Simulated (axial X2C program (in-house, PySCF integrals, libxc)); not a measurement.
# AlNC: properties at the nuclei

Calculated with an axial X2C code built on PySCF integrals: two-component X2C with atomic mean-field Coulomb and Gaunt terms, Gaussian nuclei, basis Al dyall-v3z, N dyall-av3z, C dyall-v3z with contracted cores.

Al–N–C held linear, with bonds 1.869 and 1.177 Å (near the PBE0 minimum at charge 0 of the determinant lowest at the starting distance; the state shown can have its own minimum elsewhere, held linear; other orders of the atoms were not compared).

Determinant lowest in the PBE0 search, Ω = 0 (closed shell), highest spinor 44% Al s, 24% Al p, 19% N p:

```tsv
level	qzz Al (a.u.)	qzz N (a.u.)	qzz C (a.u.)	μ (D)
PBE0	-1.10	-0.49	-1.03	-3.11
HF	-1.13	-0.53	-1.16	-2.69
LDA	-1.10	-0.50	-1.00	-3.28
```

qzz is the electric field gradient, eQq0 = 234.96 MHz × Q/barn × qzz; μ is positive if the C end (last atom) is positive. The operators were transformed with the bare-nucleus X2C matrices; with these basis sets, hyperfine constants and field gradients can be off by tens of per cent, and where levels differ in sign neither size nor sign is settled.

Question: With Q(27Al) = 0.1466 barn, Q(14N) = 0.02044 barn (Q from Pyykkö, Mol. Phys. 2018), turn the PBE0 values of the first state into constants in MHz.

Answer: eQq0(27Al) = 234.96 × (0.1466) × (-1.10) = -37.9 MHz; eQq0(14N) = 234.96 × (0.02044) × (-0.49) = -2.35 MHz.

The molecule was held linear; bending was not examined, so a bent shape may lie lower.

Each state is one determinant with collinear spin. The search compared states at one distance, so a state with another bond length can lie lower.
